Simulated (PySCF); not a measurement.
Run record: EPR job, `[CH2]SC` [radical].

Method: UKS B3LYP, pcH-1 on C H S, non-relativistic, mean-field spin-orbit, GIAO (PySCF 2.14.0). Geometry: GFN2-xTB. A driver script takes a list of jobs; this job's settings line and coordinates (Å) are shown.

Input:
```
{"job": {"kind": "epr", "basis": "pcH-1"}, "charge": 0, "multiplicity": 2}
C      1.509855     0.060119     0.256305
S      0.227225    -0.932978    -0.259203
C     -1.195668    -0.002016     0.387323
H      1.392914     0.624046     1.161089
H      2.486897    -0.247689    -0.055683
H     -1.121476     0.061292     1.468998
H     -2.091223    -0.544329     0.103423
H     -1.199467     0.990968    -0.051982
```

Output:
```
UKS, coarse grid
  cycle   1  E = -477.34426794  |g| = 2.31e-01
  cycle   2  E = -477.33246807  |g| = 2.68e-01
  cycle   3  E = -477.36796721  |g| = 4.66e-02
  cycle   4  E = -477.36912370  |g| = 2.25e-02
  cycle   5  E = -477.36938155  |g| = 5.67e-03
  cycle   6  E = -477.36940350  |g| = 3.30e-03
  cycle   7  E = -477.36941088  |g| = 8.96e-04
UKS, final grid
  cycle   1  E = -477.36942072  |g| = 8.17e-04
  cycle   2  E = -477.36942064  |g| = 9.89e-04
  cycle   3  E = -477.36942108  |g| = 1.10e-04
  cycle   4  E = -477.36942109  |g| = 5.95e-05
  cycle   5  E = -477.36942109  |g| = 8.28e-06
E = -477.36942109 Eh   <S^2> = 0.7542 (exact 0.7500)
g shifts (ppm)      1          2          3
  rmc          -167       -167       -167
  gc              7         46         28
  oz_so        -220       2268       6834
  total        -379       2147       6696
hyperfine (MHz)  atom isotope    a_iso     a_fc   dipolar eigenvalues
    0   13C     127.23     126.89    -67.28    -66.45    133.73
    1   33S       7.41       7.85    -27.85    -23.70     51.55
    2   13C       3.29       3.28     -1.41     -0.67      2.08
    3    1H     -28.57     -28.68    -31.32     -1.28     32.59
    4    1H     -47.72     -47.84    -31.53     -1.81     33.35
    5    1H      13.07      13.06     -2.99     -1.97      4.96
    6    1H      -1.20      -1.21     -2.47     -1.81      4.28
    7    1H      15.18      15.17     -3.28     -2.13      5.42
```

rmc, gc and oz_so are the mass-correction, gauge-correction and orbital-Zeeman/spin–orbit parts of the g shift along its three principal axes; a_iso is the isotropic hyperfine coupling and a_fc its Fermi-contact part. The program numbers atoms from 0.

Q: Get g_iso from the total shifts.

A: Their mean is 2821 ppm; added to g_e = 2.002319 it gives 2.00514.

Q: How far is ⟨S²⟩ from the pure-spin value?

A: S = 0.5 gives S(S+1) = 0.75; the run has 0.7542, 0.0042 more.

Summary of the converged run: ⟨S²⟩ 0.754; g_iso 2.0051.

Geometry: GFN2-xTB; no solvent, vibrations or thermal averaging.

Time: 16 s. Hardware: an x86-64 server with one thread, no GPU, on a shared host.
Labels such as C1 count atoms from 1, the log's own numbers from 0.
